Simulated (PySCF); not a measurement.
## How exact exchange moves a shielding

Molecule: `InChI=1S/CCl3F/c2-1(3,4)5`.

Atoms are numbered as in `[F:1][C:2]([Cl:3])([Cl:4])[Cl:5]`.

GIAO shieldings (ppm, equivalent atoms averaged) in PySCF on the PBE0-D3(BJ)/def2-SVP geometry, basis pcSseg-2, gas phase, non-relativistic:

```csv
functional,exact exchange (%),σ(F1),σ(Cl3/Cl4/Cl5)
BLYP,0,143.1,326.6
BP86,0,143.9,346.0
PBE,0,142.9,353.3
B3LYP,20,169.7,366.5
BHandHLYP,50,202.0,417.9
```

**Question.** Fit each shielding as a line in the percentage of exact exchange.

**Answer.** σ(F1) = 143.8 + 1.18 x (rms 1.2 ppm); σ(Cl3/Cl4/Cl5) = 341.1 + 1.50 x (rms 9.0 ppm). The functionals also differ in their semilocal parts, which the line can't hold.

**Question.** What does the line predict for mPW1PW91 (25 %), and what does the run give?

**Answer.** σ(F1): 173.3 predicted, 177.2 computed; σ(Cl3/Cl4/Cl5): 378.6 predicted, 398.6 computed ppm.
